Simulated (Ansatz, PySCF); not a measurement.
Bond stretch in HCl, singlet.

Computed with: RMP2/3-21G = restricted MP2 (frozen core)/3-21G run with PySCF; UCCSDT(Q) = CCSDT(Q) on UHF/cc-pVDZ, frozen core run with Ansatz (a first-principles code); RKS-PBE = restricted PBE/cc-pVDZ (Ansatz).

Total energies in hartree (comparable only within one method and basis):

```
R / Å  RMP2/3-21G   UCCSDT(Q)     RKS-PBE
-----  ----------  ----------  ----------
0.94   -457.76796  -460.10378  -460.45973
1.01   -457.83624  -460.17213  -460.52785
1.09   -457.88343  -460.21937  -460.57529
1.15   -457.90397  -460.23961  -460.59597
1.21   -457.91566  -460.25061  -460.60759
1.25   -457.91982  -460.25407  -460.61154
1.28   -457.92145  -460.25506  -460.61293
1.32   -457.92202  -460.25461  -460.61306
1.35   -457.92146  -460.25319  -460.61208
1.39   -457.91965  -460.25013  -460.60961
1.50   -457.91034  -460.23689  -460.59797
1.56   -457.90350  -460.22786  -460.58970
1.72   -457.88234  -460.20165  -460.56480
1.92   -457.85397  -460.17046  -460.53322
2.14   -457.82434  -460.14323  -460.50226
2.32   -457.80307           —  -460.48095
2.60   -457.77694           —  -460.45473
2.81   -457.76321           —  -460.43985
3.10   -457.75213           —  -460.42464
3.47   -457.74947           —  -460.41184
3.86   -457.75719           —  -460.40370
4.48   -457.78250           —  -460.39720
5.04   -457.81147           —  -460.39469
```

A dash means that the run gave no value there, or that the column was ended at a point which the program doubted or which failed a test of continuity chosen for this set; such a test can also cut sound points.

The restricted form behind RMP2/3-21G, RKS-PBE keeps the bonding electrons paired and can't separate into open-shell fragments. The unrestricted determinant behind UCCSDT(Q) is spin-contaminated at 1.92 to 5.04 Å (<S²> up to 1.0, against 0.00 for a pure singlet).
